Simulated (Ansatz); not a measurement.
# How the interlayer binding energy of 1T (CdI2-type) PbI2 moves with the method

No measured value is used here.

| level (code) | value (meV/Å²) | cell (Å³/atom) |
|---|---|---|
| LDA (Ansatz) | 8.3 | 39.14 |
| PBE (Ansatz) | 0.6 | 49.51 |
| PBEsol (Ansatz) | 2.1 | 42.12 |
| PBE-D3(BJ) (Ansatz) | 12.5 | 41.83 |
| PBE-D4 (Ansatz) | 12.7 | 41.62 |
| rVV10 (Ansatz) | 15.5 | 42.69 |
| HSE06-D3(BJ) (Ansatz) | ? | 41.83 |
| PBE0-D3(BJ) (Ansatz) | ? | 41.83 |

Problem. What belongs in the gaps?

Solution. 
- HSE06-D3(BJ) (Ansatz, a program for electronic structure), value (meV/Å²): 18.9
- PBE0-D3(BJ) (Ansatz), value (meV/Å²): 14.9

Density-functional levels without +SOC have no spin–orbit coupling. LDA, PBE, PBEsol: the cell comes from a level without a dispersion term, which matters for the spacing of layers, chains or molecules. Values are at the level's own relaxed cell; HSE06-D3(BJ) at the PBE-D3(BJ) cell; PBE0-D3(BJ) at the PBE-D3(BJ) cell. Ansatz's density-functional and Hartree–Fock values are scalar-relativistic unless marked +SOC, with PAW data made under PBE.
